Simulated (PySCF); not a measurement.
Isomers C₄H₄FN:

A. `N#C/C=C/CF`
B. SMILES C/C=C(\F)C#N
C. SMILES F/C=C\[C@H]1C=N1

Spectrum 1. $^{1}$H NMR (500 MHz, computed): δ 5.73 (dq, J = 22.9, 8.8 Hz, 1H), 1.95 (dd, J = 8.8, 4.5 Hz, 3H). $^{13}$C{$^{1}$H} NMR (computed): δ 141.1 (C, d, J = 318.6 Hz), 131.1 (CH, d, J = 14.5 Hz), 118.1 (C, d, J = 45.6 Hz), 12.9 (CH3, d, J = 2.0 Hz).

Spectrum 2. $^{1}$H NMR (500 MHz, computed): δ 6.58 (ddt, J = 23.5, 17.6, 3.2 Hz, 1H), 5.75 (dt, J = 17.6, 3.9 Hz, 1H), 5.13 (dt, J = 53.5, 3.6 Hz, 2H). $^{13}$C{$^{1}$H} NMR (computed): δ 157.8 (CH, d, J = 10.3 Hz), 121.6 (C), 106.2 (CH, d, J = 19.3 Hz), 83.1 (CH2, d, J = 247.3 Hz).

Spectrum 3. $^{1}$H NMR (500 MHz, computed): δ 10.19 (ddd, J = 2.4, 2.0, 1.4 Hz, 1H), 6.87 (ddd, J = 88.7, 6.0, 1.4 Hz, 1H), 4.04 (ddd, J = 34.0, 10.2, 6.0 Hz, 1H), 2.58 (dd, J = 10.2, 2.4 Hz, 1H). $^{13}$C{$^{1}$H} NMR (computed): δ 175.8 (CH), 159.3 (CH, d, J = 340.3 Hz), 121.5 (CH), 24.2 (CH, d, J = 9.7 Hz).

- coordinates at the PBE0-D3(BJ)/def2-SVP level
- σ from GIAO-PBE0/pcSseg-1
- couplings computed with B3LYP/pcJ-1 (spin–dipole term left out of most H,H and C,H couplings)
- code: PySCF 2.14
- a single conformation, averaged over atoms made equivalent by symmetry, fast rotation or ring inversion, non-relativistic Hamiltonian, no solvent model

Scale: TMS for $^{1}$H (σref 31.27), $^{13}$C (σref 184.41) (reference shieldings calculated alike). Multiplet labels drop J under 1 Hz and among equivalent protons, and merge close values. Unscaled 3J(H,H) run several per cent high. Vicinal couplings that depend on rotamer populations or ring flexing (ring, CH–CH, X–H and H–F types) are those of the one conformer. One-bond C–F couplings are unscaled and too large by tens of Hz. Shifts are as computed. Against solution values, carbons near 30 ppm lie about +2 ppm off and those near 130 ppm about +5 ppm. Of 1211 compounds with measured shifts, 218 miss one by over three times the rms of a fit or turn the order of signals round; such compounds aren't used in these exercises.

Which spectrum belongs to which compound?

Results:

1–B, 2–A, 3–C.

- Spectrum 1 (B): 4 $^{13}$C signals; δC 141.1 is a fully substituted alkene carbon; δC 131.1 is an alkene CH.
- Spectrum 2 (A): 4 $^{13}$C signals; δC 157.8 is an alkene CH; δC 121.6 is a nitrile carbon.
- Spectrum 3 (C): 4 $^{13}$C signals; δC 159.3 is an alkene CH; δC 121.5 is an alkene CH.
